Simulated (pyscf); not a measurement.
## Substitution at C: H₃C–CH₂–OH (SMILES CCO) + H• (SMILES [H]) -> H₃C–CH₃ (SMILES CC) + OH• (SMILES [OH])

Gas phase, doublet surface, charge 0. Bonds broken: C1–O9. Bonds formed: C1–H3. PySCF, gas phase, ωB97X-D3(BJ)/def2-SVP geometries.

Transition state (Å):

```xyz
10

C      0.4128    -0.5811     0.2725
C     -0.3505     0.3467     1.2178
H      0.8424    -1.4584     1.2685
H     -0.1079    -1.4571    -0.1355
H      1.5131    -0.5278     0.1760
H      0.2665     1.2222     1.4737
H     -0.6572    -0.1358     2.1577
H     -1.2453     0.7083     0.6924
O      0.2369     0.2631    -1.1988
H      0.8880     0.9759    -1.1103
```

One imaginary mode, 1594i cm⁻¹; descent along it reached the two sides named.

```tsv
bond	change	reactant side (Å)	saddle	product side
C1–O9	breaks	1.412	1.705	3.4
C1–H3	forms	3.8	1.395	1.102
```

Electronic energies relative to the separated reactants (kcal/mol):

| level | barrier | reaction energy | reverse barrier |
|---|---|---|---|
| ωB97X-D3(BJ)/def2-TZVP | 37.5 | -9.5 | 47.0 |
| PBE/def2-TZVP | 27.3 | -4.9 | 32.2 |
| r²SCAN/def2-TZVP | 27.7 | -10.4 | 38.0 |
| B3LYP-D3(BJ)/def2-TZVP | 30.7 | -12.0 | 42.6 |
| PBE0-D3(BJ)/def2-TZVP | 33.3 | -8.1 | 41.4 |
| M06-2X/def2-TZVP | 37.5 | -7.0 | 44.5 |
| ωB97M-D3(BJ)/def2-TZVP | 36.2 | -9.7 | 46.0 |
| HF/def2-TZVP | 55.4 | -22.9 | 78.2 |

With ωB97M-D3(BJ)/def2-TZVP energies and thermal terms (ideal gas, 1 atm, RRHO with modes under 100 cm⁻¹ raised to 100, one conformer, R ln 2 for chiral ones without a mode under 150 cm⁻¹), in kcal/mol:

| T (K) | ΔH‡ | ΔG‡ | ΔH | ΔG |
|---|---|---|---|---|
| 298 | 35.7 | 42.7 | -7.9 | -9.1 |
| 600 | 35.3 | 50.1 | -8.5 | -10.1 |
| 900 | 35.1 | 57.5 | -9.4 | -10.7 |
| 1200 | 34.8 | 65.0 | -10.3 | -10.9 |

This saddle turned up in a search for another step; its sides and bond changes are read from the two ends of the descent. The same reactants have a lower exit, to •H₂C–CH₃ + H₂O (barrier +25.5 kcal/mol at ωB97M-D3(BJ)/def2-TZVP, against +36.2 kcal/mol here). One saddle was located; it need not be the lowest between these sides. The angle at the attacked C is 164°. Left out: orbital degeneracy and the spin-orbit lowering of OH.
